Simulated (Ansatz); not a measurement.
# CH₃S (doublet): from Hartree-Fock to the top rungs at a displaced geometry (v2), cc-pVDZ

One table from this session's results is given with a row withheld; the runs are named, their logs left out.

Program: Ansatz 0.2.0, Gaussian basis. Level of theory: cc-pVDZ, core rule «outside noble gas», up to 6 orbitals frozen. These are calculated values, not measurements.

Plan: UHF; CCSD(T) on ROHF; CCSD(T) on UHF; BCCD(T) on ROHF; CISD; CCSDT(Q) on ROHF; CCSDT(Q) on UHF.

19 further runs of the same task are left out: 8 that didn't finish, 11 set aside as unsound or not needed.

**What is computed**

The geometry is a PBE0/def2-TZVP stationary point (not a proven minimum) with its atoms shifted at random (size 0.100 Å).

5 atoms, charge 0, spin multiplicity 2.

Atoms are counted from 1 here; the program's logs count them from 0.

Bond lengths: C1–S2 1.777 Å, C1–H3 1.013 Å, C1–H4 1.037 Å, C1–H5 1.196 Å. Angles: S2–C1–H3 113.3°, S2–C1–H4 111.4°, S2–C1–H5 103.3°, H3–C1–H4 108.9°, H3–C1–H5 110.7°, H4–C1–H5 109.1°.

Set-up of the first run:

File in.yaml:

```yaml
crystal:
  periodic: [false, false, false]
  atoms:
    - {symbol: C, position_ang: [0.109287, -0.001382, 1.182366]}
    - {symbol: S, position_ang: [-0.048547, 0.006992, -0.587905]}
    - {symbol: H, position_ang: [1.071823, -0.025427, 1.498751]}
    - {symbol: H, position_ang: [-0.363328, 0.817602, 1.608815]}
    - {symbol: H, position_ang: [-0.466378, -0.998143, 1.505931]}
basis:
  gaussian: {orbitals: cc-pVDZ}
magnetization: {spin_polarized: true, initial_magnetization: 1}
hamiltonian: {xc: hf}
output: {orbitals: {seedname: orbitals}}
```

On the command line:

```
> ansatz run in.yaml --threads 1 --pin off --events-out ev --progress --plain --max-ram 2393MiB
```

Steps of the session up to this table: UHF; CCSD(T) on ROHF; CCSD(T) on UHF; BCCD(T) on ROHF; CISD; CCSDT(Q) on ROHF; CCSDT(Q) on UHF.

One of the session's tables, all rows but one given; the rest of the session is left out.

```
   method  from UCCSDT(Q) (meV)
     ROHF               +8174.2
      UHF               +8054.9
     RMP2               +1127.0
     UMP2                     ?
     CISD                +878.9
    RCCSD                +227.0
    UCCSD                +224.1
 RCCSD(T)                 +31.2
 UCCSD(T)                 +31.0
  BCCD(T)                 +30.6
   RCCSDT                 +12.6
   UCCSDT                 +12.3
RCCSDT(Q)                  +0.4
UCCSDT(Q)                     0
```

Estimate the missing values for UMP2.

As computed: from UCCSDT(Q) (meV): +1144.5. In the column «from UCCSDT(Q) (meV)» it lies between RMP2 (+1127.0) and UHF (+8054.9).

Limits of these values: Restricted and unrestricted rows rest on different reference determinants; where their highest levels disagree by more than a few hundredths of an eV, they describe different states and don't form one ladder.
